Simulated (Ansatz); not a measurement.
**Question.** Name a neutral molecule of C and H with size of the dipole moment (ωB97M-V/def2-TZVPP) between 0.00 and 0.30 D and HOMO energy (PBE0/def2-TZVPP) between -6.75 and -6.45 eV (Ansatz, PBE0-D4/def2-TZVP geometry).

**Answer.** `C1=CCC=CC1` (0.00 D, -6.62 eV); `CC#CC#CC` (0.00 D, -6.70 eV); `C1CC2=C1CC2` (0.00 D, -6.65 eV); `C1=C[C@H]2C[C@H]2C1` (0.29 D, -6.59 eV); `C=CC(=C)CC` (0.27 D, -6.68 eV); `CC1=CCCC1` (0.26 D, -6.52 eV). Other molecules can fit too; these were computed, each in one conformer that needn't be the lowest.
